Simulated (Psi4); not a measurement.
Process, species as SMILES: OCl (OH-Cl) + H+ → [OH2+]Cl
B3LYP-D3(BJ)/def2-TZVP geometries, fixed; electronic energies without zero-point terms; positive where energy is released.

Basis-set convergence of the proton affinity at PBE with Psi4. Cartesian d functions, on some or all atoms, in 6-31G*, 6-31G**; all else is spherical. Density fitting with the program's default auxiliary sets. Psi4's default fitting sets serve the pcseg sets less well. The proton sits at the site shown, which need not be the one that binds it best. No added dispersion term, no relativity. Functions are those of the species that has most. Reference: the value in aug-cc-pV(Q+d)Z, 157.69 kcal/mol, itself unsure by roughly 0.40 kcal/mol (its mean distance from def2-QZVPPD, def2-QZVPP, cc-pV(Q+d)Z). Deviations are taken from unrounded values. Cost is core time over that of 3-21G, rough, on shared machines of one kind.

```
basis            functions  proton affinity (kcal/mol)  minus reference (kcal/mol)  cost
---------------  ---------  --------------------------  --------------------------  ----
3-21G                   26                      167.94                       10.25    1×
def2-SV(P)              36                      157.06                       -0.63    1×
6-31G*                  38                      158.73                        1.04    1×
6-31G**                 44                      161.96                        4.27    1×
6-311G**                56                      160.58                        2.90    1×
def2-SVPD               66                      156.49                       -1.20    1×
def2-TZVP               80                      157.81                        0.13    1×
def2-TZVPD             104                      156.92                       -0.76    2×
aug-cc-pV(T+d)Z        147                      157.46                       -0.22    3×
def2-QZVPP             187                      158.03                        0.35    3×
def2-QZVPPD            211                      157.72                        0.04    3×
aug-cc-pV(Q+d)Z        261                      157.69                        0.00    5×
aug-pcseg-3            272                      157.72                        0.04    4×
```

The smallest set listed that lies within 2 kcal/mol of the reference with all its larger relatives (same family, alike in diffuse functions; a set with none counts only in the reference's own line) is def2-SVPD (66 functions, 1× in cost, -1.20 kcal/mol off). Inside the window by cancellation, since a larger relative falls out: def2-SV(P), 6-31G*. Inside, with no larger relative to test it: aug-pcseg-3. (Relatives not listed, tested too: def2-SVP 5.06, def2-TZVPP 0.93, def2-TZVPPD -0.06, def2-QZVP 0.35 kcal/mol.)
